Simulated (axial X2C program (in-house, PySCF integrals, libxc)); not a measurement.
# All-electron X2C curves of AlH⁻

What are the state, bond length, wavenumber and bond energy of AlH⁻, and what does spin–orbit coupling change?

Computed with an in-house X2C program for linear molecules on PySCF integrals. Level: all-electron X2C, Al dyall-av3z, H dyall-av3z.

All values are calculated.

**1. Input**

Contents of task.json:

```json
{"zs": [13, 1], "q": -1, "bas": ["dyall-av3z", "dyall-av3z"], "levels": ["PBE0", "HF", "BLYP"], "cc": true, "r0": 1.58, "thr": -2.0, "nmax": 90, "npts": 10, "nst": 2, "ntry": 6}
```

Keys: zs atomic numbers; q charge; bas basis sets; levels methods (HF also brings MP2); cc coupled cluster on or off; r0 starting distance in Å; thr threshold in hartree for freezing inner shells (an s shell follows its p shell); nmax most natural virtual spinors; npts points asked for on the curve; nst determinants followed; ntry starts of the search.

On the command line:

```
$ python so2c.py task.json out
```

Spin-free means the one-electron spin-free X2C Hamiltonian; two-component (2c) means X2C with spin–orbit coupling and atomic mean-field two-electron Coulomb and Gaunt terms. Basis: Al dyall-av3z contracted to [9s9p3d2f], H dyall-av3z contracted to [7s3p2d]; Gaussian nuclei, density fitting. Masses: Al 26.982 u, H 1.008 u.

Notation: σ, π±, δ± give the projection m of an orbital's angular momentum (0, ±1, ±2), α and β its spin, Λ and M_S the sums; ω is the projection of a spinor's total angular momentum and Ω the sum. Logs are in hartree.

The results follow Hamiltonian by Hamiltonian and level by level.

**2. Which state to follow**

PBE0 moves the distance from 1.580 Å to 1.702 Å and compares determinants there.

Spin-free determinants:

```json
{"ΔE (eV)": "0.00", "state": "M_S = 1/2, Λ = 1", "open shells": "beyond closed shells: π+α"}
{"ΔE (eV)": "0.71", "state": "M_S = 1/2, Λ = 0", "open shells": "beyond closed shells: σα"}
{"ΔE (eV)": "1.19", "state": "M_S = 3/2, Λ = 0", "open shells": "beyond closed shells: σα, π+α, π-α"}
{"ΔE (eV)": "1.86", "state": "M_S = 1/2, Λ = 0", "open shells": "beyond closed shells: σβ, π+α, π-α"}
{"ΔE (eV)": "2.07", "state": "M_S = 1/2, Λ = 0", "open shells": "beyond closed shells: σα, π+β, π-α"}
{"ΔE (eV)": "2.07", "state": "M_S = 1/2, Λ = 2", "open shells": "beyond closed shells: σα, π+α, π+β"}
{"ΔE (eV)": "2.41", "state": "M_S = 3/2, Λ = 1", "open shells": "beyond closed shells: 2 × σα, π+α"}
```

Two-component determinants:

```json
{"ΔE (eV)": "0.00", "state": "Ω = 1/2", "open shells": "excess of +ω over −ω: ω = 1/2"}
{"ΔE (eV)": "0.00", "state": "Ω = 3/2", "open shells": "excess of +ω over −ω: ω = 3/2"}
{"ΔE (eV)": "1.87", "state": "Ω = 1/2", "open shells": "excess of +ω over −ω: 2 × ω = -1/2, ω = 3/2"}
{"ΔE (eV)": "2.07", "state": "Ω = 5/2", "open shells": "excess of +ω over −ω: 2 × ω = 1/2, ω = 3/2"}
{"ΔE (eV)": "2.08", "state": "Ω = 1/2", "open shells": "excess of +ω over −ω: ω = 1/2"}
{"ΔE (eV)": "2.62", "state": "Ω = 5/2", "open shells": "excess of +ω over −ω: ω = 5/2"}
{"ΔE (eV)": "2.64", "state": "Ω = 7/2", "open shells": "excess of +ω over −ω: ω = 1/2, 2 × ω = 3/2"}
```

**3. PBE0, spin-free**

State followed: M_S = 1/2, Λ = 1 (beyond closed shells: π+α). The scan is laid around 1.702 Å, a first estimate of the minimum, and this SCF restarts from the orbitals of the search.

Output at 1.702 Å:

```text
spin-free X2C-1e  PBE0
basis functions 91  fitting functions 476  grid points 4352
iter        total energy     max residual
   1       -243.318029106     1.83e-05
   2       -243.318029115     1.01e-05
   3       -243.318029117     5.86e-06
   4       -243.318029118     1.52e-06
converged
one-electron -348.85652165  Coulomb 120.49425398  exact exchange -4.64128245  xc functional -14.35637309  nuclear repulsion 4.04189409
```

Along the bond, energies from the lowest point:

```tsv
R (Å)	E (eV)	μ (D)	HOMO (eV)	LUMO (eV)	iterations
1.481	0.2615	1.03	1.06	2.04	11
1.549	0.1114	0.77	1.06	2.04	10
1.600	0.0449	0.56	1.06	2.04	10
1.651	0.0098	0.35	1.05	2.05	10
1.702	0.0000	0.13	1.05	2.05	4
1.762	0.0139	-0.14	1.04	2.05	9
1.821	0.0489	-0.41	1.03	2.06	10
1.898	0.1169	-0.78	1.02	2.06	10
1.991	0.2237	-1.25	1.00	2.06	10
2.127	0.4046	-1.97	0.96	2.05	11
```

Dipoles are positive if H is the positive end and refer to the centre of mass.

Outer orbitals at the reference distance:

| symmetry | occupied | ε (eV) | atomic character |
| --- | --- | --- | --- |
| σα | yes | -5.28 | 44% Al s, 44% H s, 6% H p |
| σβ | yes | -4.93 | 47% H s, 40% Al s, 5% H p |
| σα | yes | -1.07 | 45% Al p, 25% Al s, 19% H s |
| σβ | yes | -0.82 | 45% Al p, 28% Al s, 16% H s |
| π+α | yes | 1.05 | 88% Al p, 10% H p |
| π-α | no | 2.05 | 94% Al p, 5% H p |
| σα | no | 2.22 | 90% Al p, 6% Al s |
| σβ | no | 2.53 | 93% Al p, 3% H s, 3% Al s |
| π-β | no | 2.54 | 95% Al p, 4% H p |

PBE0 fields in the half plane through the axis: z from -2.4 to 3.9 Å across, distance from the axis 0.15 to 2.25 Å upwards; Al lies at z = 0 and H at z = 1.702 Å; the ELF is damped to zero where the density is low.

log10 density (e/bohr³). Ten even steps from '0' (-4.40 ) to '9' (0.98 ):
```
1222233333222211110000
1223333333332222211100
2233334444333332221100
2233444444444333322110
2334445554444444332211
2334455555555554433211
2344555777555665443221
3344556898656666543221
```

ELF. Ten even steps from '0' (0.00 ) to '9' (1.00 ):
```
0135677664210000000000
1357888875210000000000
2578899875311122210000
4689999975323567652000
5799999743346899986200
6899994000169999998510
7899960374069999999720
7999931838159999999830
```

Re = 1.699 Å, ωe = 1482 cm⁻¹, ωexe = 34.4 cm⁻¹, Be = 6.009 cm⁻¹, De = 2.64 eV, μ = 0.14 D.

**4. HF, spin-free**

Output at 1.702 Å:

```text
spin-free X2C-1e  HF
basis functions 91  fitting functions 476  grid points 4352
iter        total energy     max residual
   1       -242.885503375     8.16e-02
   2       -242.892197589     3.20e-03
   3       -242.892537264     1.10e-03
   4       -242.892615595     5.27e-04
   5       -242.892647845     3.20e-04
   6       -242.892660226     1.83e-04
   7       -242.892666449     8.61e-05
   8       -242.892667684     4.87e-05
   9       -242.892668211     2.03e-05
  10       -242.892668315     1.04e-05
  11       -242.892668324     4.96e-06
  12       -242.892668328     1.37e-06
  13       -242.892668328     3.91e-07
converged
one-electron -348.56390032  Coulomb 120.21452690  exact exchange -18.58518901  xc functional 0.00000000  nuclear repulsion 4.04189409
```

Re = 1.678 Å, ωe = 1572 cm⁻¹, ωexe = 37.3 cm⁻¹, Be = 6.165 cm⁻¹, De = 2.04 eV, μ = 0.39 D.

**5. BLYP, spin-free**

The SCF at the reference distance of 1.702 Å:

```text
spin-free X2C-1e  BLYP
basis functions 91  fitting functions 476  grid points 4352
iter        total energy     max residual
   1       -243.441034801     4.43e-02
   2       -243.443874671     3.79e-03
   3       -243.442268962     7.94e-03
   4       -243.444554755     7.15e-04
   5       -243.444571748     2.56e-04
   6       -243.444572645     1.05e-04
   7       -243.444572887     2.40e-05
   8       -243.444572895     5.15e-06
   9       -243.444572896     4.87e-07
converged
one-electron -348.70201078  Coulomb 120.32517858  exact exchange 0.00000000  xc functional -19.10963479  nuclear repulsion 4.04189409
```

Re = 1.708 Å, ωe = 1431 cm⁻¹, ωexe = 36.4 cm⁻¹, Be = 5.95 cm⁻¹, De = 2.40 eV, μ = -0.06 D.

**6. Correlated methods, spin-free**

Correlated methods: 5 electrons correlated (frozen shells, counted by type: Al 2 s, 1 p; H none), 151 virtual spinors in MP2, 90 natural virtuals in coupled cluster.

Output of the correlated part at 1.702 Å:

```text
correlated 5  virtual 151  natural virtual 90  E(MP2) -0.075082988  MP2 remainder -0.001056300
iter   CCSD correlation   residual
   1     -0.087807471   1.29e-01
   2     -0.094177994   5.58e-02
   3     -0.094898099   1.93e-02
   4     -0.095057295   7.39e-03
   5     -0.095039873   3.29e-03
   6     -0.095042439   1.43e-03
   7     -0.095052158   5.49e-04
   8     -0.095048603   2.13e-04
   9     -0.095048104   7.83e-05
  10     -0.095048141   2.76e-05
  11     -0.095048493   1.01e-05
  12     -0.095048602   3.65e-06
  13     -0.095048636   1.65e-06
  14     -0.095048645   8.24e-07
(T) -0.003421747  T1 0.0491  D1 0.0963  max T2 0.088
```

T1 in the output is the amplitude norm over the root of the electron number; divide by √2 for the Lee–Taylor value.

MP2: Re = 1.687 Å, ωe = 1533 cm⁻¹, Be = 6.1 cm⁻¹, De = 2.64 eV.

CCSD: Re = 1.691 Å, ωe = 1504 cm⁻¹, ωexe = 36.4 cm⁻¹, Be = 6.066 cm⁻¹, De = 2.51 eV. T1 at Re = 0.035 (Lee–Taylor, the printed value over √2).

CCSD(T): Re = 1.694 Å, ωe = 1493 cm⁻¹, ωexe = 36.4 cm⁻¹, Be = 6.047 cm⁻¹, De = 2.57 eV. T1 at Re = 0.035 (Lee–Taylor, the printed value over √2).

**7. A higher determinant, spin-free**

State: M_S = 1/2, Λ = 0 (beyond closed shells: σα).

Output at the reference distance:

```text
spin-free X2C-1e  PBE0
basis functions 91  fitting functions 476  grid points 4352
iter        total energy     max residual
   1       -243.291875527     4.10e-06
   2       -243.291875539     3.34e-06
   3       -243.291875549     1.65e-06
   4       -243.291875551     2.86e-07
converged
one-electron -347.25530389  Coulomb 118.84753741  exact exchange -4.62577246  xc functional -14.30023070  nuclear repulsion 4.04189409
```

```tsv
R (Å)	E above the lowest PBE0 point (eV)
1.481	0.895
1.549	0.768
1.600	0.719
1.651	0.702
1.702	0.712
1.762	0.748
1.821	0.806
1.898	0.902
1.991	1.040
```

Re = 1.656 Å, ωe = 1642 cm⁻¹, ωexe = 35.1 cm⁻¹, Be = 6.325 cm⁻¹, μ = 2.19 D. Te = 0.70 eV.

**8. The spin-free curves together**

Energy (eV) of the followed determinant, spin-free, from each level's lowest point:

```tsv
R (Å)	PBE0	HF	MP2	CCSD	CCSD(T)	BLYP
1.481	0.261	0.229	0.242	n/a	n/a	0.268
1.549	0.111	0.087	0.097	0.101	0.104	0.118
1.600	0.045	0.027	0.035	0.038	0.040	0.050
1.651	0.010	0.001	0.005	0.007	0.008	0.013
1.702	0.000	0.000	0.000	0.000	0.000	0.000
1.762	0.014	0.025	0.020	0.018	0.016	0.010
1.821	0.049	0.071	0.062	0.056	0.053	0.040
1.898	0.117	0.153	0.138	0.128	0.123	0.100
1.991	0.224	0.276	0.255	n/a	n/a	0.197
2.127	0.405	0.476	0.451	n/a	n/a	0.361
```

**9. PBE0, 2c**

State followed: Ω = 1/2 (excess of +ω over −ω: ω = 1/2). The scan is laid around 1.702 Å, a first estimate of the minimum, and this SCF restarts from the orbitals of the search.

The SCF at the reference distance of 1.702 Å:

```text
two-component X2C + atomic mean field  PBE0
basis functions 91  fitting functions 476  grid points 4352
iter        total energy     max residual
   1       -243.290087044     1.12e-05
   2       -243.290087046     9.90e-06
   3       -243.290087048     1.08e-06
   4       -243.290087048     7.17e-07
converged
one-electron -348.78374777  Coulomb 120.47431631  exact exchange -4.64051033  xc functional -14.35398060  nuclear repulsion 4.04189409  atomic mean-field constant -0.02805875
```

Along the bond, energies from the lowest point:

```tsv
R (Å)	E (eV)	μ (D)	HOMO (eV)	LUMO (eV)	iterations
1.481	0.2617	1.03	1.06	2.04	11
1.549	0.1116	0.77	1.06	2.04	10
1.600	0.0451	0.56	1.06	2.05	10
1.651	0.0099	0.35	1.05	2.05	10
1.702	0.0000	0.13	1.05	2.05	4
1.762	0.0138	-0.14	1.04	2.06	9
1.821	0.0488	-0.41	1.03	2.06	10
1.898	0.1166	-0.78	1.02	2.06	10
1.991	0.2233	-1.25	1.00	2.06	10
2.127	0.4040	-1.97	0.96	2.06	11
```

Dipoles are positive if H is the positive end and refer to the centre of mass.

Outer spinors at the reference distance:

| ω | occupied | ε (eV) | atomic character | λ mixture |
| --- | --- | --- | --- | --- |
| -1/2 | yes | -5.28 | 44% Al s, 44% H s, 6% H p | 100% σ |
| 1/2 | yes | -4.92 | 47% H s, 40% Al s, 5% H p | 100% σ |
| -1/2 | yes | -1.07 | 45% Al p, 25% Al s, 19% H s | 100% σ |
| 1/2 | yes | -0.81 | 45% Al p, 28% Al s, 16% H s | 100% σ |
| 1/2 | yes | 1.05 | 88% Al p, 10% H p | 100% π |
| -3/2 | no | 2.05 | 94% Al p, 5% H p | 100% π |
| -1/2 | no | 2.23 | 90% Al p, 6% Al s | 100% σ |
| 1/2 | no | 2.53 | 93% Al p, 2% H s, 2% Al s | 100% σ |
| -1/2 | no | 2.54 | 95% Al p, 4% H p | 100% π |

PBE0 fields in the half plane through the axis: z from -2.4 to 3.9 Å across, distance from the axis 0.15 to 2.25 Å upwards; Al lies at z = 0 and H at z = 1.702 Å; the ELF is damped to zero where the density is low.

log10 density (e/bohr³). Ten even steps from '0' (-4.40 ) to '9' (0.98 ):
```
1222233333222211110000
1223333333332222211100
2233334444333332221100
2233444444444333322110
2334445554444444332211
2334455555555554433211
2344555777555665443221
3344556898656666543221
```

ELF. Ten even steps from '0' (0.00 ) to '9' (1.00 ):
```
0135677764210000000000
1357888875210000000000
2578899875311122210000
4689999975323567652000
5799999743346899986200
6899994000169999998510
7899960374069999999720
7999931838159999999830
```

Re = 1.699 Å, ωe = 1482 cm⁻¹, ωexe = 34.4 cm⁻¹, Be = 6.008 cm⁻¹, De = 2.64 eV, μ = 0.14 D.

**10. HF, 2c**

The SCF at the reference distance of 1.702 Å:

```text
two-component X2C + atomic mean field  HF
basis functions 91  fitting functions 476  grid points 4352
iter        total energy     max residual
   1       -242.857637453     8.16e-02
   2       -242.864327847     3.20e-03
   3       -242.864666983     1.10e-03
   4       -242.864744955     5.27e-04
   5       -242.864776913     3.17e-04
   6       -242.864789121     1.81e-04
   7       -242.864795231     8.51e-05
   8       -242.864796430     4.82e-05
   9       -242.864796943     2.00e-05
  10       -242.864797046     1.03e-05
  11       -242.864797055     4.93e-06
  12       -242.864797059     1.37e-06
  13       -242.864797059     3.89e-07
converged
one-electron -348.49243311  Coulomb 120.19597432  exact exchange -18.58217360  xc functional 0.00000000  nuclear repulsion 4.04189409  atomic mean-field constant -0.02805875
```

Re = 1.678 Å, ωe = 1571 cm⁻¹, ωexe = 37.3 cm⁻¹, Be = 6.163 cm⁻¹, De = 2.04 eV, μ = 0.39 D.

**11. BLYP, 2c**

The SCF at the reference distance of 1.702 Å:

```text
two-component X2C + atomic mean field  BLYP
basis functions 91  fitting functions 476  grid points 4352
iter        total energy     max residual
   1       -243.413002235     4.43e-02
   2       -243.415841938     3.79e-03
   3       -243.414232382     7.95e-03
   4       -243.416523244     7.17e-04
   5       -243.416540347     2.56e-04
   6       -243.416541246     1.06e-04
   7       -243.416541489     2.41e-05
   8       -243.416541496     5.16e-06
   9       -243.416541498     4.87e-07
converged
one-electron -348.62911824  Coulomb 120.30510326  exact exchange 0.00000000  xc functional -19.10636186  nuclear repulsion 4.04189409  atomic mean-field constant -0.02805875
```

Re = 1.708 Å, ωe = 1430 cm⁻¹, ωexe = 36.4 cm⁻¹, Be = 5.949 cm⁻¹, De = 2.41 eV, μ = -0.06 D.

**12. Correlated methods, 2c**

Correlated methods: 5 electrons correlated (frozen shells, counted by type: Al 2 s, 1 p; H none), 151 virtual spinors in MP2, 90 natural virtuals in coupled cluster.

Output of the correlated part at 1.702 Å:

```text
correlated 5  virtual 151  natural virtual 90  E(MP2) -0.075094709  MP2 remainder -0.001056552
iter   CCSD correlation   residual
   1     -0.087820035   1.29e-01
   2     -0.094184443   5.57e-02
   3     -0.094903125   1.92e-02
   4     -0.095061523   7.35e-03
   5     -0.095044096   3.27e-03
   6     -0.095046639   1.42e-03
   7     -0.095056324   5.46e-04
   8     -0.095052789   2.12e-04
   9     -0.095052291   7.81e-05
  10     -0.095052326   2.76e-05
  11     -0.095052679   1.03e-05
  12     -0.095052789   4.03e-06
  13     -0.095052824   2.11e-06
  14     -0.095052833   1.28e-06
(T) -0.003422345  T1 0.0489  D1 0.0956  max T2 0.088
```

MP2: Re = 1.687 Å, ωe = 1533 cm⁻¹, Be = 6.098 cm⁻¹, De = 2.65 eV.

CCSD: Re = 1.691 Å, ωe = 1503 cm⁻¹, ωexe = 36.4 cm⁻¹, Be = 6.065 cm⁻¹, De = 2.51 eV. T1 at Re = 0.035 (Lee–Taylor, the printed value over √2).

CCSD(T): Re = 1.694 Å, ωe = 1492 cm⁻¹, ωexe = 36.4 cm⁻¹, Be = 6.046 cm⁻¹, De = 2.57 eV. T1 at Re = 0.035 (Lee–Taylor, the printed value over √2).

**13. A higher determinant, 2c**

State: Ω = 3/2 (excess of +ω over −ω: ω = 3/2).

Output at the reference distance:

```text
two-component X2C + atomic mean field  PBE0
basis functions 91  fitting functions 476  grid points 4352
iter        total energy     max residual
   1       -243.289904339     1.17e-05
   2       -243.289904343     9.99e-06
   3       -243.289904346     2.37e-06
   4       -243.289904346     1.26e-06
converged
one-electron -348.77759842  Coulomb 120.46798007  exact exchange -4.64042666  xc functional -14.35369467  nuclear repulsion 4.04189409  atomic mean-field constant -0.02805875
```

```tsv
R (Å)	E above the lowest PBE0 point (eV)
1.481	0.267
1.549	0.116
1.600	0.050
1.651	0.015
1.702	0.005
1.762	0.019
1.821	0.054
1.898	0.122
1.991	0.229
```

Re = 1.699 Å, ωe = 1483 cm⁻¹, ωexe = 34.3 cm⁻¹, Be = 6.009 cm⁻¹, μ = 0.14 D. Te = 0.00 eV.

**14. The 2c curves together**

Energy (eV) of the followed determinant, 2c, from each level's lowest point:

```tsv
R (Å)	PBE0	HF	MP2	CCSD	CCSD(T)	BLYP
1.481	0.262	0.229	0.243	n/a	n/a	0.269
1.549	0.112	0.087	0.097	0.102	0.105	0.118
1.600	0.045	0.028	0.035	0.038	0.040	0.050
1.651	0.010	0.001	0.005	0.007	0.008	0.013
1.702	0.000	0.000	0.000	0.000	0.000	0.000
1.762	0.014	0.025	0.020	0.017	0.016	0.010
1.821	0.049	0.071	0.062	0.056	0.053	0.040
1.898	0.117	0.153	0.138	0.127	0.123	0.100
1.991	0.223	0.275	0.255	n/a	n/a	0.196
2.127	0.404	0.475	0.450	n/a	n/a	0.360
```

Time for the job: 25 s (1 thread of AMD EPYC 9R45 (Zen 5), shared host).

**15. Constants**

Lowest determinant that the search found at its distance, spin-free: M_S = 1/2, Λ = 1 (beyond closed shells: π+α).

Lowest determinant that the search found at its distance, 2c: Ω = 1/2 (excess of +ω over −ω: ω = 1/2).

| Hamiltonian | level | Re (Å) | ωe (cm⁻¹) | De (eV) |
| --- | --- | --- | --- | --- |
| spin-free | PBE0 | 1.699 | 1482 | 2.64 |
| spin-free | HF | 1.678 | 1572 | 2.04 |
| spin-free | MP2 | 1.687 | 1533 | 2.64 |
| spin-free | CCSD | 1.691 | 1504 | 2.51 |
| spin-free | CCSD(T) | 1.694 | 1493 | 2.57 |
| spin-free | BLYP | 1.708 | 1431 | 2.40 |
| 2c | PBE0 | 1.699 | 1482 | 2.64 |
| 2c | HF | 1.678 | 1571 | 2.04 |
| 2c | MP2 | 1.687 | 1533 | 2.65 |
| 2c | CCSD | 1.691 | 1503 | 2.51 |
| 2c | CCSD(T) | 1.694 | 1492 | 2.57 |
| 2c | BLYP | 1.708 | 1430 | 2.41 |

Time per point (s) on 1 thread of AMD EPYC 9R45 (Zen 5), shared host (2c runs; CCSD comes with the CCSD(T) run); the times are rough: PBE0 0.1, HF 0.055, MP2 0.065, CCSD(T) 0.76, BLYP 0.09.

**Reading.** At CCSD(T), going from spin-free to two-component changes Re by 0 mÅ, ωe by 0.0 %; the spin-free picture holds up (part of it comes from the scalar share of the two-electron terms). De moves by 0.00 eV; both De rest on single-determinant atoms, which can miss part of an open shell's spin–orbit lowering. The highest occupied level is positive at the mean-field levels quoted, so the basis may hold the extra electron and these numbers are no safe properties of the anion.

De refers to Al + H-; at HF, spin-free, to Al- + H; at HF, two-component, to Al- + H, each in the lowest determinant found, which need not be this curve's own limit. The state is a single determinant with fixed occupations, the lowest that a limited PBE0 search found. Dissociation energies refer to the lowest single-determinant-based atoms at the same level and basis. Density functionals use the spin component along the axis (collinear). CCSD and (T) use frozen natural virtuals with an MP2 correction for the truncation. T1 at Re is 0.035 (Lee–Taylor), above the customary mark of 0.02.
